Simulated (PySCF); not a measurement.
Gas-phase reaction: AlHCl₂ + HCl = AlH₂Cl + 2 Cl

Energies from PySCF, thermal terms from the rigid-rotor harmonic-oscillator model, ideal gas at 1 bar. † marks an energy on the PBE0/def2-TZVP geometry and frequencies; other levels use their own. CCSD(T) freezes the core. 6-31G* has spherical d functions here. Open shells (unrestricted): Cl (multiplicity 2); the rest are closed-shell singlets. Spin-orbit splitting is ignored; it lowers the true energy and changes the entropy of Cl. B3LYP is the form with VWN-RPA correlation. AlHCl₂, AlH₂Cl: computed as isolated molecules; such fragments, hydroxides, amides, oligomers or adducts are transient or little studied in the gas. CCSD(T) isn't extrapolated to the basis-set limit.

B3LYP/def2-TZVP† gives ΔH°(298 K) = 548 kJ.

Task: What do ωB97M-V/def2-TZVP†, CCSD(T)/def2-SVP†, B3LYP/6-31G* give?

Result: ωB97M-V/def2-TZVP†: 581 kJ; CCSD(T)/def2-SVP†: 525 kJ; B3LYP/6-31G*: 522 kJ. For scale, ΔH°(298 K) is 548 kJ at this level, 581 kJ at ωB97M-V/def2-TZVP†, and runs from 391 to 664 kJ over the 20 levels computed.
